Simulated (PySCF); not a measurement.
These 3 structures share the formula [C5H7]+ (charge +1). Computed, not measured: PBE0-D3(BJ)/def2-SVP geometry optimisation, gas phase in PySCF. Energies are electronic, without zero-point or thermal terms, for one conformer each. No frequencies were run at this level. Point groups hold within 0.08 Å.

Question: Rank from lowest to highest electronic energy at this level (kcal/mol).
A. `C#C[C+](C)C`
B. `[CH3:1][C+:2]1[CH:3]=[CH:4][CH2:5]1` (charge +1) with C1–C2–C3–C4 136°, C3–C4–C5–C2 -24°, C1–C2–C5–C4 -139°
C. `C1=CCC[CH+]1`

Answer: C (0.0), B (26.5), A (46.1).

```json
{"SMILES": "C1=CCC[CH+]1", "E (Eh)": "-194.06666", "E rel (kcal/mol)": "0.0", "dipole about centre of mass (D)": "0.20", "point group": "C2v", "A, B, C (MHz)": "8095, 7694, 4142"}
{"SMILES": "C[C+]1C=CC1", "E (Eh)": "-194.02440", "E rel (kcal/mol)": "26.5", "dipole about centre of mass (D)": "0.71", "point group": "–", "A, B, C (MHz)": "10316, 5140, 3863"}
{"SMILES": "C#C[C+](C)C", "E (Eh)": "-193.99314", "E rel (kcal/mol)": "46.1", "dipole about centre of mass (D)": "0.03", "point group": "C2", "A, B, C (MHz)": "8664, 3904, 2783"}
```
